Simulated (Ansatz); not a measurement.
Geometry optimisation, Ansatz, UKS PBE0-D4/cc-pVDZ.

Input file:

```yaml
crystal:
  periodic: [false, false, false]
  atoms:
    - { symbol: Si, position_ang: [-0.27551, 0.40018, -0.35396] }
    - { symbol: C, position_ang: [0.84418, -0.36437, 0.80912] }
    - { symbol: Cl, position_ang: [2.1213, 0.46051, 1.58979] }
    - { symbol: H, position_ang: [-1.43437, 0.17085, -1.23115] }
    - { symbol: H, position_ang: [0.10049, 1.80072, -0.49704] }
magnetization:
  spin_polarized: true
  initial_magnetization: 1
basis:
  gaussian: { orbitals: cc-pVDZ }
hamiltonian:
  xc: pbe0
  dispersion: d4
relax:
  f_tol: 0.015
  max_steps: 40
output:
  orbitals: {}
```

Launched with:

```bash
$ ansatz run input.yaml --threads 1 --pin off --max-ram 2048MiB --backend cpu --events-out ev --progress --plain --runs-dir out
```

Q: Where does it end, and by what steps?

A: The run converged. After 7 steps the energy has fallen by 0.509 eV; Cl3 moved furthest, 0.50 Å.

| step | energy less start (eV) | largest force component (eV/Å) | accepted |
| --- | --- | --- | --- |
| 0 | 0.0000 | 1.238 | yes |
| 1 | -0.3169 | 0.794 | yes |
| 2 | -0.4088 | 0.418 | yes |
| 3 | -0.4821 | 0.523 | yes |
| 4 | -0.5069 | 0.160 | yes |
| 5 | -0.5086 | 0.023 | yes |
| 6 | -0.5085 | 0.017 | no |
| 7 | -0.5087 | 0.002 | yes |

```xyz
5
Properties=species:S:1:pos:R:3
Si -0.214 0.656 -0.386
C 0.832 -0.116 0.719
Cl 2.130 -0.014 1.750
H -1.289 -0.153 -1.008
H -0.103 2.095 -0.758
```

Whether the end is a true minimum wasn't checked by a vibrational analysis.

Time of the run: 31 s on 1 thread of Arm Neoverse V1 (shared host), peak memory 0.15 GiB.
